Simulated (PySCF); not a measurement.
SiP: one state, many levels of theory

State: ²Π (doublet), unpaired electrons π ↑. Set-up: Si def2-TZVPP, P def2-TZVPP; no relativity (PySCF 2.14). De refers to Si + P in their high-spin ground configurations, without counterpoise correction. The functionals are run spin-unrestricted. A positive dipole means Si(−)P(+).

```json
{"Level": "ROHF", "Re (Å)": "2.044", "ωe (cm⁻¹)": "692", "De (eV)": "1.51", "μ (D)": "-1.30"}
{"Level": "ROHF-MP2", "Re (Å)": "2.079", "ωe (cm⁻¹)": "631", "De (eV)": "3.37", "μ (D)": "n/a"}
{"Level": "ROHF-SCS-MP2", "Re (Å)": "2.077", "ωe (cm⁻¹)": "632", "De (eV)": "3.42", "μ (D)": "n/a"}
{"Level": "ROHF-CCSD", "Re (Å)": "2.073", "ωe (cm⁻¹)": "639", "De (eV)": "3.16", "μ (D)": "n/a"}
{"Level": "ROHF-CCSD(T)", "Re (Å)": "2.088", "ωe (cm⁻¹)": "613", "De (eV)": "3.40", "μ (D)": "n/a"}
{"Level": "PBE", "Re (Å)": "2.095", "ωe (cm⁻¹)": "603", "De (eV)": "3.97", "μ (D)": "-0.83"}
{"Level": "PW91", "Re (Å)": "2.093", "ωe (cm⁻¹)": "603", "De (eV)": "4.00", "μ (D)": "-0.83"}
{"Level": "r²SCAN", "Re (Å)": "2.078", "ωe (cm⁻¹)": "628", "De (eV)": "3.73", "μ (D)": "-0.84"}
{"Level": "B3LYP", "Re (Å)": "2.079", "ωe (cm⁻¹)": "622", "De (eV)": "3.77", "μ (D)": "-0.99"}
{"Level": "PBE0", "Re (Å)": "2.070", "ωe (cm⁻¹)": "641", "De (eV)": "3.69", "μ (D)": "-0.94"}
{"Level": "B97-3", "Re (Å)": "2.074", "ωe (cm⁻¹)": "634", "De (eV)": "3.95", "μ (D)": "-0.99"}
{"Level": "M06-2X", "Re (Å)": "2.060", "ωe (cm⁻¹)": "655", "De (eV)": "3.92", "μ (D)": "-1.07"}
{"Level": "CAM-B3LYP", "Re (Å)": "2.054", "ωe (cm⁻¹)": "660", "De (eV)": "3.63", "μ (D)": "-1.06"}
```

The bond length runs from 2.044 Å (ROHF) to 2.095 Å (PBE). De spans 1.51 eV (ROHF, mean field) to 4.00 eV (PW91, GGA). Correlation at CCSD(T) changes the Hartree–Fock bond energy by +1.89 eV; the triples alone change it by +0.24 eV.

Correlated steps freeze 10 core orbitals. UHF is strongly spin-contaminated for SiP, so the ROHF reference used there is far from stable. The state is the lowest determinant that a PBE0 search found; another state may lie lower at other levels.

The whole job (state search and all levels along the bond) took about 9.8 min on 1 thread of Arm Neoverse V1 (shared host), peak memory 2.4 GiB.
